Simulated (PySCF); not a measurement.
# Where the electron goes

Compound: thietane 1,1-dioxide, C3H6O2S.
Cartesian coordinates in Å at the GFN2-xTB level; atoms count from 1:
```xyz
12
C3H6O2S angstrom
O      1.7288    0.0034   -1.6997
S      1.2233    0.1076   -0.3613
O      2.1616    0.3560    0.6935
C     -0.2933    1.1243   -0.2089
C     -0.9617   -0.0576    0.4970
C     -0.0064   -1.1774    0.0782
H     -0.6894    1.3256   -1.1979
H     -0.2044    2.0372    0.3676
H     -0.9331    0.0804    1.5767
H     -1.9948   -0.2244    0.1931
H     -0.3124   -1.7018   -0.8201
H      0.2830   -1.8740    0.8558
```

Method: TDDFT PBE0/def2-SVPD, vertical, gas phase, core orbitals frozen in the response in PySCF 2.14.0, density-fitted response routines.

Frontier orbitals with the atoms that hold most of them (Löwdin shares over 4%, at most four atoms; ? is withheld):

| orbital | ε (eV) | atoms |
| --- | --- | --- |
| HOMO-3 | -9.46 | O1 44%, O3 40%, S2 11% |
| HOMO-2 | -9.37 | O3 33%, O1 24%, S2 14%, C6 8% |
| HOMO-1 | -8.87 | ? |
| HOMO | -8.49 | O3 25%, O1 21%, C6 16%, C4 16% |
| LUMO | 0.26 | ? |
| LUMO+1 | 0.54 | S2 32%, C4 10%, C6 10%, O1 7% |
| LUMO+2 | 0.76 | S2 25%, H9 9%, C5 9%, C6 9% |

**Question.** Give the leading atoms of the HOMO-1.

**Answer.** O1 (bonded to S) 48%; O3 (bonded to S) 37%; S2 (bonded to 2 C and 2 O) 6%. By element: oxygen 85%, sulfur 6%.

**Question.** Which atoms hold the LUMO, and with what shares?

**Answer.** S2 (bonded to 2 C and 2 O) 18%; C5 (bonded to 2 C and 2 H) 15%; H10 (bonded to C) 12%; C6 (bonded to C, S and 2 H) 9%. By element: carbon 24% or more, sulfur 18%, hydrogen 12% or more.

**Question.** How does S1 compare with the orbital gap of 8.75 eV?

**Answer.** S1 is at 7.66 eV (f = 0.039), 1.10 eV below the gap, made of HOMO→LUMO (61%), HOMO→LUMO+1 (34%). 

**Question.** Give energy, strength and leading configuration of S4 and S5, and follow the Löwdin shares of the leading atoms from the occupied to the empty orbital.

**Answer.** 
- S4 (8.08 eV, f 0.0085), HOMO-1→LUMO+1 (81%): O1 48% → 7%, O3 37% → at most 8%, S2 6% → 32%, C4 at most 4% → 10%
- S5 (8.12 eV, f 0.0005), HOMO-1→LUMO (84%): O1 48% → at most 9%, O3 37% → at most 9%, S2 6% → 18%, C5 at most 4% → 15%

One conformer stands for the species.
